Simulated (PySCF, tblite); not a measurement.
Dissociation curve of Cl₂, singlet.

- GFN2-xTB, 300 K electronic temperature (tblite)
- RKS-LDA (SVWN5) = restricted LDA (SVWN5)/6-31G (PySCF 2.14.0)
- RKS-TPSSh = restricted TPSSh/6-31G (PySCF)

Energies are in kJ/mol, each relative to the lowest point of its own curve near equilibrium.

| R / Å | GFN2-xTB | RKS-LDA (SVWN5) | RKS-TPSSh |
|---|---|---|---|
| 1.49 | … | 1081.6 | 1104.6 |
| 1.58 | 264.4 | 686.0 | 704.3 |
| 1.69 | … | 373.3 | 387.1 |
| 1.79 | 53.5 | 198.7 | 209.1 |
| 1.88 | 17.2 | 101.3 | 109.0 |
| 1.91 | 10.0 | 78.2 | 85.0 |
| 1.98 | 0.7 | 38.4 | 43.4 |
| 2.04 | 0.0 | 17.2 | 20.6 |
| 2.11 | 5.9 | 3.9 | 5.6 |
| 2.19 | 19.4 | 0.0 | 0.0 |
| 2.29 | … | … | … |
| 2.45 | 90.6 | 35.2 | … |
| 2.69 | 162.5 | 92.1 | 85.6 |
| 2.95 | 224.8 | — | 144.9 |
| 3.27 | 270.9 | — | 203.7 |
| 3.57 | 287.2 | — | 242.5 |
| 3.93 | 293.1 | — | 272.6 |
| 4.32 | 294.5 | — | 291.7 |
| 4.91 | 295.1 | — | 306.1 |
| 5.39 | 295.3 | — | 311.7 |
| 6.00 | 295.5 | — | 315.2 |
| 6.93 | 295.6 | — | — |
| 7.95 | 295.6 | — | — |

### Question
Complete the blanks.

### Answer

- 1.49, GFN2-xTB: 448.0
- 1.69, GFN2-xTB: 126.4
- 2.29, GFN2-xTB: 43.5
- 2.29, RKS-LDA (SVWN5): 7.2
- 2.29, RKS-TPSSh: 5.3
- 2.45, RKS-TPSSh: 30.9

Dashes: no converged value, or the column stops at the first point that the program doubted or that broke a chosen test of continuity, which isn't proof of a fault.

The restricted form behind RKS-LDA (SVWN5), RKS-TPSSh keeps the bonding electrons paired and can't separate into open-shell fragments.
